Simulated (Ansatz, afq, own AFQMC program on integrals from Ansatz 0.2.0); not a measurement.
# CH$_{2}$O, singlet: AFQMC among the cluster methods

```xyz
4

C     0.0010    0.0008    0.0012
O     0.6965    0.5477    0.8062
H    -0.5500    0.5605   -0.7970
H    -0.1476   -1.1091   -0.0103
```

Connectivity, by distances: CH2–O.

Basis def2-TZVP. Noble-gas cores (and the filled d shells of Ga–Kr and In–Xe) are frozen. Integrals, coupled cluster, full CI and functionals: Ansatz 0.2.0; the random walks run on the same integrals in our own AFQMC program. ph-AFQMC/CISD is guided by a CISD state made of CCSD amplitudes; releasing the constraint for a short imaginary time cuts its bias at the price of noise, slowly where states lie close. Uncertainties: one standard error, sampling alone.

Determinant: RHF, the one that the program's search chose, which needn't be the lowest solution. The geometry is a PBE0/def2-SVP stationary point of this or a neighbouring charge and spin state.

No full CI on the walks' own integrals is used here; CCSDT(Q) serves as the reference and is uncertain by about the last step of the cluster series.

- T1 diagnostic: 0.0154
- weight of the determinant in the CISD state: 0.886
- size of the correlated space: 12 electrons in 72 orbitals

```json
{"level": "MP2", "correlation energy (eV)": "-10.5595"}
{"level": "CCSD", "correlation energy (eV)": "-10.8691"}
{"level": "CCSD(T)", "correlation energy (eV)": "-11.3053"}
```

Problem. Estimate where phaseless AFQMC with a CISD trial lies against CCSD(T) on the same integrals.

Solution. 1.02 ± 0.27 mEh below CCSD(T).

Reference: CCSDT(Q), correlation energy -11.339 eV. The released energy is read at 2.40 1/Eh (meV from the phaseless value at times in 1/Eh: -8 ± 6 at 0.24, -6 ± 5 at 0.51, 2 ± 6 at 0.99, -3 ± 5 at 1.62, 0 ± 9 at 2.40).

```tsv
level	E − E(reference) (mEh)	share of correlation (%)
CCSD(T)	1.24	99.70
CCSDT	0.99	99.76
ph-AFQMC/CISD	0.22 ± 0.27	99.95
released AFQMC	0.22 ± 0.32	99.95
```

A walk keeps the symmetry of its determinant, which the program's search chose and which needn't be the lowest solution, so a lower state of the same spin and another symmetry isn't excluded. Released energies are given only where the last usable release times agree within the noise; a slower fall can still hide under it.
